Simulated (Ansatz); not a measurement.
```yaml
crystal:
  periodic: [false, false, false]
  atoms:
    - {symbol: V, position_ang: [0.000000, 0.000000, 0.000000]}
    - {symbol: Si, position_ang: [0.000000, 0.000000, 2.560000]}
basis:
  gaussian: {orbitals: def2-TZVP}
total_charge: 1
hamiltonian: {xc: pbe0}
relax: {f_tol: 0.004, max_steps: 80}
```

```sh
$ ansatz run in.yaml --threads 1 --pin off --events-out ev --progress --plain --max-ram 2176MiB
```

Steps of the relaxation (energy above the last step; positions in Å, forces in eV/Å):

```
2
step 1, 325.9 meV
V     0.000    0.000    0.000    0.000    0.000    1.698
Si    0.000    0.000    2.560    0.000    0.000   -1.698
```

```
2
step 2, 23.9 meV
V     0.000    0.000    0.124    0.000    0.000    0.577
Si    0.000    0.000    2.436    0.000    0.000   -0.577
```

```
2
step 3, 1.1 meV
V     0.000    0.000    0.173    0.000    0.000   -0.132
Si    0.000    0.000    2.387    0.000    0.000    0.132
```

```
2
step 4, 0.0 meV
V     0.000    0.000    0.165    0.000    0.000   -0.006
Si    0.000    0.000    2.395    0.000    0.000    0.006
```

```
2
step 5, 0.0 meV
V     0.000    0.000    0.164    0.000    0.000    0.000
Si    0.000    0.000    2.396    0.000    0.000    0.000
```

Close pairs at the end: V1–Si2 2.231 Å.

A stationary point of restricted PBE0 after 5 steps (its stability towards spin polarisation wasn't tested). 25 s on 1 thread of Arm Neoverse V2, shared host.
